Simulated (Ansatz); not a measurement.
# Active spaces for OF2, singlet

Computed with Ansatz's Gaussian-basis code (development build). Basis cc-pVTZ, nonrelativistic, 3 orbitals frozen in the corrections. State-specific CASSCF; RHF is the lowest restricted (open-shell) Hartree–Fock solution met. Single-reference values can break down or jump between states where bonds are stretched. No symmetry is imposed, so a solution can break that of the shape. No proof that the lowest CASSCF solution was found.

Geometry. A bond is stretched, to 1.26 times the sum of the covalent radii.

```xyz
3

O     0.0000    0.0000    0.0000
F     0.0000    1.2104    0.9610
F     0.0000   -1.2104    0.9610
```

(1) What do CASSCF and its corrections give against RHF in CAS(14,9), and what are the occupations?

(2) How do single-reference totals in the same basis and frozen core stand against SC-NEVPT2 in CAS(14,9)?

## Answers

(1) CASSCF -4.652 eV, SC-NEVPT2 -21.009 eV; occupations 2.00, 2.00, 2.00, 1.99, 1.99, 1.85, 1.84, 0.17, 0.15.

(2) CCSD(T) -1.440 eV, CCSDT -1.437 eV. Coupled cluster stands on the determinant that it favours, which can lie over the RHF solution above, and is in doubt where the occupations are far from 0, 1 and 2.
